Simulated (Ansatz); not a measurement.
Results of PBE (Ansatz, an electronic-structure program, plane waves, PAW) for rutile PbO₂.

Settings: plane-wave cutoff 520 eV, 12×12×16 k mesh (along the axes of the cell as run), Fermi–Dirac smearing 0.05 eV, scalar-relativistic PAW data made under PBE.

Properties against volume:

Shape and atoms are relaxed at each volume.

| V (Å³/atom) | P (GPa) | direct gap at Γ (eV) | smallest gap on the k mesh (eV) | c (Å) |
|---|---|---|---|---|
| 14.226 | 4.92 | 0.654 | 0.030 | 3.435 |
| 14.523 | 2.29 | 0.646 | 0.028 | 3.439 |
| 14.819 | 0.00 | 0.637 | 0.019 | 3.443 |
| 15.115 | -1.98 | 0.629 | 0.012 | 3.446 |
| 15.412 | -3.69 | 0.621 | 0.002 | 3.448 |

The fundamental gap (0.02 eV at the equilibrium volume, on the SCF mesh) lies elsewhere than Γ–Γ.

Note: the bulk modulus comes from volumes at which shape and atoms were relaxed.

Spin–orbit coupling is not included; it can close the smallest gap of 0.02 eV.
